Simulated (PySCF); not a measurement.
## Bond curve of BF

Set-up: basis B STO-3G, F STO-3G; no relativity; PySCF 2.14. Energies in eV from B + F in their ground configurations at the same level. State: ¹Σ⁺ (singlet), closed shell.

All columns are PBE0. A positive dipole means B(−)F(+).

| R (Å) | E (eV) | μ (D) | Mulliken charge on B (basis-dependent) | HOMO (eV) | LUMO (eV) | Mayer bond order | ⟨S²⟩ |
| --- | --- | --- | --- | --- | --- | --- | --- |
| 1.091 | -7.144 | 1.94 | 0.07 | -3.54 | 5.02 | 1.57 | 0.00 |
| 1.141 | -7.913 | 1.83 | 0.07 | -3.58 | 4.64 | 1.57 | 0.00 |
| 1.192 | -8.343 | 1.71 | 0.07 | -3.66 | 4.29 | 1.57 | 0.00 |
| 1.230 | -8.498 | 1.61 | 0.07 | -3.73 | 4.05 | 1.56 | 0.00 |
| 1.268 | -8.542 | 1.49 | 0.07 | -3.81 | 3.82 | 1.56 | 0.00 |
| 1.306 | -8.499 | 1.37 | 0.07 | -3.89 | 3.61 | 1.55 | 0.00 |
| 1.357 | -8.336 | 1.21 | 0.08 | -4.02 | 3.35 | 1.53 | 0.00 |
| 1.420 | -8.012 | 0.98 | 0.09 | -4.17 | 3.05 | 1.51 | 0.00 |
| 1.496 | -7.506 | 0.71 | 0.10 | -4.35 | 2.73 | 1.48 | 0.00 |
| 1.598 | -6.714 | 0.33 | 0.11 | -4.54 | 2.36 | 1.44 | 0.00 |

A fit through these points gives, at Re = 1.267 Å, μ = 1.50 D and dμ/dR = -3.04 D/Å; the reduced mass is 6.97 u.

**Question.** How strong is the fundamental in the double-harmonic approximation, I = 42.26·(dμ/dR)²/μred km/mol?

**Answer.** I = 42.26·(-3.04)²/6.97 = 56.0 km/mol at PBE0.

STO-3G is very small, so such numbers show the basis as much as the molecule.
